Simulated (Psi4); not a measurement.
# singlet [BH2]−: levels of theory compared

Wanted: a comparison of 6 runs (HF/STO-3G, B3LYP/6-31G*, B3LYP/def2-TZVPPD, BLYP/def2-TZVPPD, SVWN5/def2-TZVPPD, TPSSh/def2-TZVPPD) of singlet [BH2]−. 

The calculation is run with Psi4 1.11.

1 further run of the same task is left out (set aside as unsound or not needed).

### 1 The system as given

The species is [BH2]− (3 atoms), meant as a singlet with charge -1. As SMILES of the parent species, `[BH2]`. The coordinates come from a PBE0-D4/def2-TZVP relaxation. That shape belongs to the parent species and isn't relaxed for this state.

Bond lengths: B1–H2 1.191 Å, B1–H3 1.191 Å. Angles: H2–B1–H3 129.4°.

### 2 Energy and forces at HF/STO-3G (run 1)

Input file calc.in:

```
memory 2200 MB

molecule {
  -1 1
  B
  H 1 1.191276
  H 1 1.191277 2 129.39731
  symmetry c1
  no_reorient
  no_com
}

set basis STO-3G
set puream true
set e_convergence 1e-09
set d_convergence 1e-08
set scf_type pk

e_tot = gradient('scf')
```

Command:

```sh
$ psi4 -n 1 calc.in calc.out
```

calc.out:

```text
[...]
  Running in c1 symmetry.
[...]
  Nuclear repulsion =    4.687774114659945
[...]
  Multiplicity = 1
[...]
  Nalpha       = 4
  Nbeta        = 4
[...]
    Number of basis functions: 7
[...]
   @RHF iter   1:   -25.10872592109297   -8.10684e-01   1.32027e-02 DIIS/ADIIS
[...]
   @RHF iter   7:   -25.11540001407825   -6.39488e-14   2.92250e-11 DIIS
[...]
  @RHF Final Energy:   -25.11540001407825
   => Energetics <=
    Nuclear Repulsion Energy =              4.6877741146599448
    One-Electron Energy =                 -46.0533982119885508
    Two-Electron Energy =                  16.2502240832503588
    Total Energy =                        -25.1154000140782472
[...]
 Multipole Moments:
 ------------------------------------------------------------------------------------
     Multipole            Electronic (a.u.)      Nuclear  (a.u.)        Total (a.u.)
 ------------------------------------------------------------------------------------
 L = 1.  Multiply by 2.5417464519 to convert [e a0] to [Debye]
 Dipole X            :          0.2641634           -0.7973874           -0.5332240
 Dipole Y            :          0.1248753           -0.3769453           -0.2520700
 Dipole Z            :         -0.0000000            0.0000000           -0.0000000
 Magnitude           :                                                    0.5898026
[...]
  -Total Gradient:
     Atom            X                  Y                   Z
    ------   -----------------  -----------------  -----------------
       1       -0.084045073915    -0.039730846283    -0.000000000000
       2        0.052092946000    -0.001437086957     0.000000000000
       3        0.031952127915     0.041167933241     0.000000000000
[...]
```

Wall time 5.4 s (1 thread of Intel Xeon at 2.50GHz (Skylake/Cascade Lake), shared host); peak memory 0.18 GiB.

### 3 Energy and gradient at B3LYP/6-31G(d) (spherical functions) (run 2)

Input file job.py:

```python
import psi4

psi4.set_memory('2200 MB')
psi4.set_num_threads(1)
psi4.set_output_file('psi4.out', False)

m = psi4.geometry("""
-1 1
B      0.265070    -0.167660     0.129730
H      0.292070     1.014920     0.270850
H     -0.557150    -0.847260    -0.400590
units angstrom
symmetry c1
no_reorient
no_com
""")

psi4.set_options({
    'basis': '6-31G*',
    'reference': 'rks',
    'puream': True,
    'e_convergence': 1e-09,
    'd_convergence': 1e-08,
    'scf_type': 'pk',
    'dft_radial_points': 99,
    'dft_spherical_points': 590,
})

energy_value, wavefunction = psi4.gradient('b3lyp', molecule=m, return_wfn=True)
psi4.oeprop(wavefunction, 'WIBERG_LOWDIN_INDICES', 'MULLIKEN_CHARGES', 'DIPOLE')
print('gradient / Eh bohr^-1')
print(energy_value.np.round(6))
print(f'energy = {wavefunction.energy():.10f} Eh')
```

Command:

```sh
$ python job.py
```

psi4.out:

```text
[...]
  Running in c1 symmetry.
[...]
  Nuclear repulsion =    4.687773207578664
[...]
  Multiplicity = 1
[...]
  Nalpha       = 4
  Nbeta        = 4
[...]
    Number of basis functions: 18
[...]
   @RKS iter   1:   -25.75594471382187   -2.60075e-01   2.03484e-02 ADIIS/DIIS
[...]
   @RKS iter   8:   -25.87307316467632   -1.22924e-12   7.52989e-09 DIIS
[...]
    Orbital Energies [Eh]
    ---------------------
    Doubly Occupied:
       1A     -6.418296     2A     -0.183725     3A     -0.065344
       4A      0.176463
[...]
  @RKS Final Energy:   -25.87307316467632
   => Energetics <=
    Nuclear Repulsion Energy =              4.6877732075786636
    One-Electron Energy =                 -45.2202853963179763
    Two-Electron Energy =                  18.7044649894947881
    DFT Exchange-Correlation Energy =      -4.0450259654317984
    Empirical Dispersion Energy =           0.0000000000000000
    VV10 Nonlocal Energy =                  0.0000000000000000
    Total Energy =                        -25.8730731646763203
[...]
  -Total Gradient:
     Atom            X                  Y                   Z
    ------   -----------------  -----------------  -----------------
       1       -0.048148963692     0.030454829125    -0.023565229977
       2        0.021687615543    -0.020461450926     0.009895418073
       3        0.026461274746    -0.009993331772     0.013669775979
[...]
  Mulliken Charges: (a.u.)
   Center  Symbol    Alpha    Beta     Spin     Total
       1     B     2.82306  2.82306  0.00000 -0.64612
       2     H     0.58847  0.58847  0.00000 -0.17694
       3     H     0.58847  0.58847  0.00000 -0.17694
   Total alpha =  4.00000, Total beta =  4.00000, Total charge = -1.00000
  Wiberg Bond Indices using Orthogonal Lowdin Orbitals:
[...]
```

Standard output:

```text
gradient / Eh bohr^-1
[[-0.048149  0.030455 -0.023565]
 [ 0.021688 -0.020461  0.009895]
 [ 0.026461 -0.009993  0.01367 ]]
energy = -25.8730731647 Eh
```

It took 9.3 s on 1 thread of Intel Xeon at 2.50GHz (Skylake/Cascade Lake), shared host; peak memory 0.3 GiB.

Run 3 isn't shown in full; the table further down has it.

### 4 The energy at BLYP/def2-TZVPPD (run 4)

Input file calc.dat:

```
memory 2200 mb

molecule system {
  -1 1
  B      0.265070    -0.167660     0.129730
  H      0.292070     1.014920     0.270850
  H     -0.557150    -0.847260    -0.400590
  symmetry c1
}

set basis def2-TZVPPD
set puream true
set e_convergence 1e-09
set d_convergence 1e-08
set scf_type pk
set dft_radial_points 99
set dft_spherical_points 590

energy_value, wavefunction = energy('blyp', return_wfn=True)
oeprop(wavefunction, 'MAYER_INDICES', 'DIPOLE', 'QUADRUPOLE', title='BLYP')
print_variables()
```

Command:

```sh
$ psi4 -i calc.dat -o calc.out -n 1
```

calc.out:

```text
[...]
  Running in c1 symmetry.
[...]
  Nuclear repulsion =    4.687773207578663
[...]
  Multiplicity = 1
[...]
  Nalpha       = 4
  Nbeta        = 4
[...]
    Number of basis functions: 71
[...]
   @RKS iter   1:   -25.63417922988134   -1.33857e-01   7.67831e-03 ADIIS/DIIS
[...]
   @RKS iter  12:   -25.91289796387025   -3.89377e-12   9.67020e-10 DIIS
[...]
  @RKS Final Energy:   -25.91289796387025
   => Energetics <=
    Nuclear Repulsion Energy =              4.6877732075786627
    One-Electron Energy =                 -44.7025308713855480
    Two-Electron Energy =                  18.9562524476281240
    DFT Exchange-Correlation Energy =      -4.8543927476914925
    Empirical Dispersion Energy =           0.0000000000000000
    VV10 Nonlocal Energy =                  0.0000000000000000
    Total Energy =                        -25.9128979638702504
[...]
 Multipole Moments:
 ------------------------------------------------------------------------------------
     Multipole            Electronic (a.u.)      Nuclear  (a.u.)        Total (a.u.)
 ------------------------------------------------------------------------------------
 L = 1.  Multiply by 2.5417464519 to convert [e a0] to [Debye]
 Dipole X            :         -0.4774173           -0.7658046           -1.2432220
 Dipole Y            :          0.2727845            0.4375592            0.7103436
 Dipole Z            :         -0.0000000           -0.0000000           -0.0000000
 Magnitude           :                                                    1.4318481
 L = 2.  Multiply by 1.3450342976 to convert [e a0^2] to [Debye ang]
 Quadrupole XX       :        -19.0609869            3.1196193          -15.9413676
 Quadrupole XY       :         -0.9739082            2.9510010            1.9770928
[...]
```

It took 13 s on 1 thread of Intel Xeon at 2.50GHz (Skylake/Cascade Lake), shared host; peak memory 0.61 GiB.

Run 5 isn't shown in full; the table further down has it.

### 5 Energy and forces at TPSSh/def2-TZVPPD (run 6)

Input file job.py:

```python
import psi4

psi4.set_memory('2200 MB')
psi4.set_num_threads(1)
psi4.set_output_file('output.dat', False)

m = psi4.geometry("""
-1 1
B      0.50090970    -0.31683148     0.24515417
H      0.55193231     1.91792084     0.51183232
H     -1.05286091    -1.60108936    -0.75700539
units bohr
symmetry c1
""")

options = {'basis': 'def2-TZVPPD', 'puream': True, 'e_convergence': 1e-09, 'd_convergence': 1e-08, 'scf_type': 'pk', 'dft_radial_points': 99, 'dft_spherical_points': 590}
psi4.set_options(options)

E, wfn = psi4.gradient("TPSSH", molecule=m, return_wfn=True)
psi4.oeprop(wfn, "MAYER_INDICES", "QUADRUPOLE", "MULLIKEN_CHARGES")
print('gradient / Eh bohr^-1')
print(E.np.round(6))
print(f'energy = {wfn.energy():.10f} Eh')
for k, v in sorted(psi4.core.scalar_variables().items()):
    print(f'{k:45s} {v:18.10f}')
```

Command:

```sh
$ python job.py
```

output.dat:

```text
[...]
  Running in c1 symmetry.
[...]
  Nuclear repulsion =    4.687773208716163
[...]
  Multiplicity = 1
[...]
  Nalpha       = 4
  Nbeta        = 4
[...]
    Number of basis functions: 71
[...]
   @RKS iter   1:   -25.74200048870251   -2.61166e-01   6.24870e-03 DIIS/ADIIS
[...]
   @RKS iter  10:   -25.93600360658874   -2.40675e-10   9.15334e-09 DIIS
[...]
    Orbital Energies [Eh]
    ---------------------
    Doubly Occupied:
       1A     -6.469291     2A     -0.239934     3A     -0.120531
       4A      0.088659
[...]
  @RKS Final Energy:   -25.93600360658874
   => Energetics <=
    Nuclear Repulsion Energy =              4.6877732087161625
    One-Electron Energy =                 -44.7228908910265943
    Two-Electron Energy =                  18.5211963331640348
    DFT Exchange-Correlation Energy =      -4.4220822574423497
    Empirical Dispersion Energy =           0.0000000000000000
    VV10 Nonlocal Energy =                  0.0000000000000000
    Total Energy =                        -25.9360036065887414
[...]
  -Total Gradient:
     Atom            X                  Y                   Z
    ------   -----------------  -----------------  -----------------
       1       -0.034829050713     0.019900733532    -0.000000013541
       2        0.017670253017    -0.009503325820     0.000000006771
       3        0.017159109807    -0.010397586039     0.000000006771
[...]
  Mulliken Charges: (a.u.)
   Center  Symbol    Alpha    Beta     Spin     Total
       1     B     2.95959  2.95959  0.00000 -0.91917
       2     H     0.52021  0.52021  0.00000 -0.04041
       3     H     0.52021  0.52021  0.00000 -0.04041
   Total alpha =  4.00000, Total beta =  4.00000, Total charge = -1.00000
  Mayer Bond Indices:
[...]
```

Standard output:

```text
gradient / Eh bohr^-1
[[-0.034829  0.019901 -0.      ]
 [ 0.01767  -0.009503  0.      ]
 [ 0.017159 -0.010398  0.      ]]
energy = -25.9360036066 Eh
CURRENT ENERGY                                    -25.9360036066
CURRENT REFERENCE ENERGY                          -25.9360036066
DD SOLVATION ENERGY                                 0.0000000000
DFT FUNCTIONAL TOTAL ENERGY                       -25.9360036066
DFT TOTAL ENERGY                                  -25.9360036066
DFT VV10 ENERGY                                     0.0000000000
DFT XC ENERGY                                      -4.4220822574
GRID ELECTRONS ALPHA                                4.0000012727
GRID ELECTRONS BETA                                 4.0000012727
GRID ELECTRONS TOTAL                                8.0000025454
NUCLEAR REPULSION ENERGY                            4.6877732087
ONE-ELECTRON ENERGY                               -44.7228908910
PCM POLARIZATION ENERGY                             0.0000000000
PE ENERGY                                           0.0000000000
SCF ITERATION ENERGY                              -25.9360036066
SCF ITERATIONS                                     10.0000000000
SCF TOTAL ENERGY                                  -25.9360036066
TWO-ELECTRON ENERGY                                18.5211963332
XC GRID RADIAL POINTS                              99.0000000000
XC GRID SPHERICAL POINTS                          590.0000000000
XC GRID TOTAL POINTS                           171169.0000000000
```

Wall time 38 s (1 thread of Intel Xeon at 2.50GHz (Skylake/Cascade Lake), shared host); peak memory 1.1 GiB.

### 6 The series

| run | level | integration grid | task | energy (Eh) | HOMO energy (eV) | LUMO energy (eV) | HOMO–LUMO gap (eV) | wall time |
| --- | --- | --- | --- | --- | --- | --- | --- | --- |
| 1 | HF/STO-3G | – | gradient | -25.115400 | 7.37 | 19.48 | 12.11 | 5.4 s |
| 2 | B3LYP/6-31G* (spherical functions) | 99 radial × 590 angular | gradient | -25.873073 | 4.80 | 6.47 | 1.67 | 9.3 s |
| 3 | B3LYP/def2-TZVPPD | 99 radial × 590 angular | gradient | -25.940565 | 2.09 | 3.89 | 1.79 | 18 s |
| 4 | BLYP/def2-TZVPPD | 99 radial × 590 angular | energy | -25.912898 | 2.81 | 3.21 | 0.41 | 13 s |
| 5 | SVWN5/def2-TZVPPD | 99 radial × 590 angular | energy | -25.610367 | 2.63 | 2.78 | 0.15 | 9.3 s |
| 6 | TPSSh/def2-TZVPPD | 99 radial × 590 angular | gradient | -25.936004 | 2.41 | 3.73 | 1.31 | 38 s |

### 7 Outcome

| quantity | value |
| --- | --- |
| run 6: total energy | -25.93600 Eh |
| run 6: HOMO energy | 2.41 eV |
| run 6: LUMO energy | 3.73 eV |
| run 6: HOMO–LUMO gap (to an unbound level, set by the basis) | 1.31 eV |
| run 6: largest force on an atom | 2.063 eV/Å |

**Reading.** The HOMO–LUMO gap runs from 0.15 eV (SVWN5/def2-TZVPPD) to 12.11 eV (HF/STO-3G). The two ends differ in method and basis. The empty levels of an anion lie above zero and hang on the basis. Totals of different functionals can't be ranked against each other. In runs 1, 2, 3, 4, 5, 6 the HOMO lies above zero, so the outermost electron may be held by the basis alone. In run 1 the basis is minimal, so the values are rough. All runs together took 92 s, the longest 38 s.
